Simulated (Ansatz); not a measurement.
Frontier orbitals of H$_{4}$SSi (`[SiH3]S`).

Total charge 0; spin multiplicity 1. The structure was optimised at the PBE0-D4/def2-TZVP level. Basis def2-TZVPP, Ansatz 0.2.0.

```json
{"functional": "HSE06 (plane-wave form)", "HOMO (eV)": "-7.11", "LUMO (eV)": "-0.28"}
```

(1) Give HOMO and LUMO (eV) with LDA (SPW92), PBE, revPBE, BLYP, r2SCAN, B97M-V, PBE0, B3LYP, r2SCANh, r2SCAN0, BHLYP, CAM-B3LYP, LC-ωPBE, ωB97X-V, ωB97M-V, HF. (Estimate.)

Results:

(1) Computed: 
```
 functional    HOMO   LUMO
LDA (SPW92)   -6.37  -0.99
        PBE   -6.29  -0.76
     revPBE   -6.25  -0.66
       BLYP   -6.12  -0.66
     r2SCAN   -6.57  -0.31
     B97M-V   -6.70  -0.55
       PBE0   -7.52   0.09
      B3LYP   -7.27  -0.15
    r2SCANh   -7.02  -0.03
    r2SCAN0   -7.70   0.37
      BHLYP   -8.60   0.90
  CAM-B3LYP   -8.83   1.03
    LC-ωPBE  -10.25   2.23
    ωB97X-V   -9.88   2.09
    ωB97M-V   -9.71   1.76
         HF  -10.34   3.02
```

B3LYP here is the variant with VWN-RPA as its local correlation; programs differ in this. LC-ωPBE has ω = 0.4 bohr⁻¹. Positive LUMOs are unbound and depend on the basis.
